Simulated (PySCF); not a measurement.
Species: cyclobutane, C4H8.
SMILES: `C1CCC1`

The closed-shell SCF was solved with PySCF and density fitting under several settings on one GFN2-xTB geometry (grid level 2 and gas phase unless stated).

```csv
settings,basis functions,SCF cycles,E (Eh),HOMO (eV),LUMO (eV),dipole (D)
PBE0/pcSseg-1,108,10,-156.9932,-8.53,1.51,0.00
CAM-B3LYP/def2-SVPD,144,10,-157.0049,-9.94,1.54,0.00
"LC-wPBE/pcSseg-1, energy threshold 1e-06 Eh",108,6,-157.0970,-11.35,3.70,0.00
PBE0/def2-SVPD,144,10,-156.9121,-8.50,0.90,0.00
"KT2/def2-SVPD, damping 0.3 at the start, DIIS from the seventh cycle, fitting basis def2-universal-jkfit",144,12,-159.8584,-7.20,0.23,0.00
PW91/def2-SVPD,144,11,-157.0257,-7.20,0.00,0.00
PW91/IGLO-III,220,12,-157.1951,-7.18,-0.03,0.00
```

Estimate the rows for these settings: (1) PBE0/MINI; (2) PBE0/def2-SVPD, damping 0.2 at the start, DIIS from the seventh cycle.

```csv
settings,basis functions,SCF cycles,E (Eh),HOMO (eV),LUMO (eV),dipole (D)
PBE0/MINI,28,9,-155.7237,-10.72,3.68,0.00
"PBE0/def2-SVPD, damping 0.2 at the start, DIIS from the seventh cycle",144,11,-156.9121,-8.50,0.90,0.00
```

Over all rows, what range does the HOMO–LUMO gap span?

From 7.15 eV (PW91/IGLO-III) to 15.05 eV (LC-wPBE/pcSseg-1, energy threshold 1e-06 Eh). The functional of the narrowest has no exact exchange, that of the widest range-separated exact exchange.

Compare two rows with the functional PBE0: PBE0/MINI and PBE0/def2-SVPD. Which energy is lower, and by how much?

PBE0/def2-SVPD (144 functions) lies 1.1884 Eh or 746 kcal/mol below PBE0/MINI (28 functions).

Cycle counts include a coarse-grid stage where the run had one. KT2 was designed for NMR shieldings or shifts; total energies of different functionals aren't comparable.
